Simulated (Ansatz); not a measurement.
**C₅H₁₀O₂: a ladder of functionals and wavefunction methods**

An exercise on one series of results from a longer session: the logs are not shown, and one member is left open.

Method: functionals in def2-TZVPP, the program's frozen cores in correlated methods; program: Ansatz 0.2.0, Gaussian basis.

The runs, in order: PBE-D4, r2SCAN-D4, PBE0-D4, B3LYP-D4, ωB97X-V, ωB97M-V, B2PLYP; CCSD(T)/def2-TZVPP; MP2/def2-QZVPP; extrapolation to the limit.

**The geometry**

The geometry comes from an earlier relaxation with PBE0-D4 in a triple-zeta def2 set; it is a stationary point, not always the lowest conformer.

SMILES `CC1CCOCO1`, 17 atoms, charge 0, spin multiplicity 1.

Atoms are counted from 1 here; the program's logs count them from 0.

Bond lengths: C1–C2 1.520 Å, C1–H8 1.093 Å, C1–H9 1.091 Å, C1–H10 1.092 Å, C2–C3 1.527 Å, C2–O7 1.426 Å, C2–H11 1.093 Å, C3–C4 1.517 Å, C3–H12 1.094 Å, C3–H13 1.093 Å, C4–O5 1.413 Å, C4–H14 1.091 Å, C4–H15 1.101 Å, O5–C6 1.395 Å, C6–O7 1.394 Å, C6–H16 1.090 Å, C6–H17 1.104 Å. Angles: C2–C1–H8 109.8°, C2–C1–H9 110.0°, C2–C1–H10 112.9°, H8–C1–H9 108.3°, H8–C1–H10 107.6°, H9–C1–H10 108.2°, C1–C2–C3 113.8°, C1–C2–O7 112.1°, C1–C2–H11 108.1°, C3–C2–O7 109.4°, C3–C2–H11 109.0°, O7–C2–H11 104.0°, C2–C3–C4 110.5°, C2–C3–H12 110.4°, C2–C3–H13 108.8°, C4–C3–H12 110.6°, C4–C3–H13 108.5°, H12–C3–H13 108.0° and more.

The first run:

File in.yaml:

```yaml
crystal:
  periodic: [false, false, false]
  atoms:
    - {symbol: C, position_ang: [-1.086292, -1.190713, 0.798336]}
    - {symbol: C, position_ang: [-1.040089, 0.067391, -0.052786]}
    - {symbol: C, position_ang: [-0.151758, -0.057549, -1.288507]}
    - {symbol: C, position_ang: [1.310730, 0.069743, -0.905199]}
    - {symbol: O, position_ang: [1.515375, 1.252957, -0.160039]}
    - {symbol: C, position_ang: [0.719191, 1.245583, 0.985259]}
    - {symbol: O, position_ang: [-0.645051, 1.211421, 0.701668]}
    - {symbol: H, position_ang: [-1.558515, -1.999852, 0.236097]}
    - {symbol: H, position_ang: [-1.675358, -1.009707, 1.699144]}
    - {symbol: H, position_ang: [-0.095935, -1.535051, 1.101897]}
    - {symbol: H, position_ang: [-2.059936, 0.299471, -0.370245]}
    - {symbol: H, position_ang: [-0.334773, -1.009322, -1.795475]}
    - {symbol: H, position_ang: [-0.399249, 0.748416, -1.984184]}
    - {symbol: H, position_ang: [1.948917, 0.136750, -1.787440]}
    - {symbol: H, position_ang: [1.643038, -0.798555, -0.315477]}
    - {symbol: H, position_ang: [0.905052, 2.179169, 1.515417]}
    - {symbol: H, position_ang: [1.004655, 0.389849, 1.621523]}
basis:
  gaussian: {orbitals: def2-TZVPP}
hamiltonian: {xc: pbe, dispersion: d4}
output: {forces: true, orbitals: {seedname: orbitals}}
```

Started as:

```sh
> ansatz run in.yaml --threads 2 --pin off --events-out ev --progress --plain --max-ram 32768MiB --backend cuda --devices 0, --max-vram 18GiB
```

Among the steps run: PBE-D4 (GGA); r2SCAN-D4 (meta-GGA); PBE0-D4 (hybrid); B3LYP-D4 (hybrid); ωB97X-V (range-separated); ωB97M-V (range-separated); B2PLYP (double hybrid); CCSD(T) in def2-TZVPP; MP2 in def2-QZVPP.

One of the session's tables, all rows but one given; the rest of the session is left out.

```
            method  atoms, summed (eV)  atomisation energy (eV)
            PBE-D4           -9360.590                   73.700
         r2SCAN-D4           -9368.366                   72.070
           PBE0-D4           -9362.742                   72.375
          B3LYP-D4           -9374.635                   71.744
           ωB97X-V           -9370.914                   72.047
           ωB97M-V           -9369.626                   72.082
            B2PLYP           -9366.842                   71.053
     HF/def2-TZVPP           -9336.002                   52.123
    MP2/def2-TZVPP           -9352.707                   71.421
   CCSD/def2-TZVPP           -9356.387                   69.078
CCSD(T)/def2-TZVPP           -9356.818                   70.157
           MP2/CBS                   ?                        ?
       CCSD(T)/CBS           -9359.964                   71.841
```

Estimate the missing values for MP2/CBS.

**Answer.** atoms, summed (eV): -9355.852; atomisation energy (eV): 73.105. In the column «atoms, summed (eV)» it lies between CCSD/def2-TZVPP (-9356.387) and MP2/def2-TZVPP (-9352.707).

Caveats from the session: Free atoms (5 C, 2 O, 10 H) were run apart at each level; the atomisation energy is their sum less the molecule, without zero-point or spin-orbit terms.
